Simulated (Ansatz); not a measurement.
AlF3. Charge 0, multiplicity 1.

```xyz
4

Al    0.0000    0.0000    0.0000
F    -1.0551   -0.1568   -1.2311
F    -0.1416    1.2454    1.0405
F     1.1968   -1.0885    0.1906
```

(1) List the harmonic frequencies (cm⁻¹, unscaled) at PBE0-D4/def2-TZVP in Ansatz. (An estimate is asked.)

(2) Is this a minimum?

(3) Give the ideal-gas thermochemistry at 298.15 K and 1 bar (rigid rotor, harmonic oscillator; point group D3h, symmetry number 6).

Answers

(1) Computed: 245, 246, 296, 697, 963, 963.

(2) Yes, all 6 modes are real.

(3) Zero-point energy 20.4 kJ/mol; H(298) − E = 34.5 kJ/mol; entropy 277.5 J/(mol·K), of which translation 164.1, rotation 90.5, vibration 23.0; G(298) − E = -48.2 kJ/mol.
